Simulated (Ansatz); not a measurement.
```yaml
crystal:
  periodic: [false, false, false]
  atoms:
    - {symbol: Ge, position_ang: [0.000000, 0.000000, 0.000000]}
    - {symbol: P, position_ang: [0.000000, 0.000000, 2.111100]}
basis:
  gaussian: {orbitals: def2-TZVP}
magnetization: {spin_polarized: true, initial_magnetization: 3}
hamiltonian: {xc: pbe0}
relax: {f_tol: 0.004, max_steps: 80}
```

```sh
$ ansatz run in.yaml --threads 1 --pin off --events-out ev --progress --plain --max-ram 2176MiB
```

Steps of the relaxation (energy above the last step; positions in Å, forces in eV/Å):

```
2
step 1, 582.4 meV
Ge    0.000    0.000    0.000    0.000    0.000   -2.382
P     0.000    0.000    2.111    0.000    0.000    2.382
```

```
2
step 2, 212.9 meV
Ge    0.000    0.000   -0.060    0.000    0.000   -2.464
P     0.000    0.000    2.171    0.000    0.000    2.464
```

```
2
step 3, 9.0 meV
Ge    0.000    0.000   -0.136    0.000    0.000   -0.417
P     0.000    0.000    2.247    0.000    0.000    0.417
```

```
2
step 5, 0.0 meV
Ge    0.000    0.000   -0.158    0.000    0.000    0.001
P     0.000    0.000    2.269    0.000    0.000   -0.001
```

Close pairs at the end: Ge1–P2 2.428 Å.

A stationary point of unrestricted PBE0 after 5 steps, with ⟨S²⟩ = 3.762 against 3.75 for a pure state. 44 s on 1 thread of Arm Neoverse V2, shared host.
